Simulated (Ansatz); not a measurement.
# CH5FSi: the cost of one run

Computed with Ansatz 0.2.0, driven from Python. The levels of theory stand in the script.

## 1. The structure

Bond lengths: F1–C2 1.376 Å, C2–Si3 1.814 Å, C2–H4 1.028 Å, C2–H5 1.100 Å, Si3–H6 1.512 Å, Si3–H7 1.536 Å, Si3–H8 1.445 Å. Angles: F1–C2–Si3 107.2°, F1–C2–H4 112.1°, F1–C2–H5 106.9°, Si3–C2–H4 110.9°, Si3–C2–H5 112.7°, H4–C2–H5 107.0°, C2–Si3–H6 110.6°, C2–Si3–H7 112.4°, C2–Si3–H8 114.6°, H6–Si3–H7 104.6°, H6–Si3–H8 107.1°, H7–Si3–H8 107.0°.

No structure file is read: the coordinates are typed or built in the script.

## 2. Script

The input, run_composite.py:

```python
"""A composite energy for CH5FSi: DFT geometry, MP2 basis limit, coupled-cluster correction."""

import itertools
import logging
import sys
import warnings

import ansatz as az
from ase.data import atomic_numbers, covalent_radii
import numpy as np

logging.basicConfig(stream=sys.stdout, format="%(levelname)s:%(name)s:%(message)s")
logger = logging.getLogger("run")
logger.setLevel(logging.INFO)


def main() -> None:
    warnings.simplefilter("ignore", az.DeckWarning)

    mol = (
        az.Crystal.molecule()
        .atom("F", [-0.6811, -0.5384, -1.6778])
        .atom("C", [-0.5155, 0.4193, -0.7042])
        .atom("Si", [0.4183, -0.3467, 0.6491])
        .atom("H", [-1.4149, 0.7875, -0.3678])
        .atom("H", [0.0218, 1.259, -1.1692])
        .atom("H", [0.6927, 0.6613, 1.7424])
        .atom("H", [1.8088, -0.8232, 0.204])
        .atom("H", [-0.2378, -1.4759, 1.2676])
    )

    calculation = (
        mol.calculation()
        .basis(gaussian="def2-SVP")
        .functional("b3lyp")
        .accuracy("medium")
    )
    symbols = [site.symbol for site in mol.cartesian_sites]
    start = np.array([site.position_ang for site in mol.cartesian_sites], dtype=float)
    rep = calculation.relax(force_tolerance=0.01, max_steps=100).run(threads=1).report
    end = np.array(rep["positions_ang"])
    # pairs closer than 1.2 times the sum of covalent radii, before or after
    radius = [covalent_radii[atomic_numbers[s]] for s in symbols]
    span = lambda where, i, j: np.linalg.norm(where[i] - where[j])
    bonded = [(i, j) for i, j in itertools.combinations(range(len(symbols)), 2) if min(span(start, i, j), span(end, i, j)) < 1.2 * (radius[i] + radius[j])]
    logger.info("pair        before    after (A)")
    for i, j in bonded:
        print(f"{symbols[i]}{i}-{symbols[j]}{j}".ljust(10), f"{span(start, i, j):8.4f} {span(end, i, j):8.4f}")

    minimum = az.Crystal.molecule()
    for symbol, place in zip(symbols, end):
        minimum = minimum.atom(symbol, place.tolist())
    at_minimum = minimum.calculation()
    # MP2 extrapolated to the basis limit, plus the small-basis difference CCSD(T) - MP2
    level = lambda method, basis: at_minimum.basis(gaussian=basis).correlation(method).run(threads=1).report
    small, large, cluster = level("mp2", "cc-pVDZ"), level("mp2", "cc-pVTZ"), level("ccsd_t", "cc-pVDZ")
    corr = lambda each: (each["free_energy_ev"] - each["reference_energy_ev"]) / 27.211386246
    mp2_limit = (27 * corr(large) - 8 * corr(small)) / 19
    pieces = {"HF / cc-pVTZ": large["reference_energy_ev"] / 27.211386246, "MP2 correlation, DZ-TZ limit": mp2_limit, "CCSD(T) - MP2 / cc-pVDZ": corr(cluster) - corr(small)}
    for name, value in pieces.items():
        logger.info(f"{name:32s} {value:14.6f} Ha")
    logger.info(f"{'sum':32s} {sum(pieces.values()):14.6f} Ha")
    print("T1 diagnostic", round(cluster["correlation"]["coupled_cluster"]["t1_diagnostic"], 4))


if __name__ == "__main__":
    main()
```

## 3. What the engine is handed

The engine receives this input (first run):

```yaml
crystal:
  periodic: [false, false, false]
  atoms:
    - { symbol: F, position_ang: [-0.6811, -0.5384, -1.6778] }
    - { symbol: C, position_ang: [-0.5155, 0.4193, -0.7042] }
    - { symbol: Si, position_ang: [0.4183, -0.3467, 0.6491] }
    - { symbol: H, position_ang: [-1.4149, 0.7875, -0.3678] }
    - { symbol: H, position_ang: [0.0218, 1.259, -1.1692] }
    - { symbol: H, position_ang: [0.6927, 0.6613, 1.7424] }
    - { symbol: H, position_ang: [1.8088, -0.8232, 0.204] }
    - { symbol: H, position_ang: [-0.2378, -1.4759, 1.2676] }
accuracy: medium
basis:
  gaussian:
    orbitals: def2-SVP
hamiltonian:
  xc: b3lyp
relax:
  f_tol: 0.01
  max_steps: 100
```

## 4. Launch

On the command line:

```console
$ python run_composite.py
```

Q: Estimate wall time and peak memory on 1 thread of Arm Neoverse V1, shared host.

About 23 s, with a peak of 0.33 GiB.
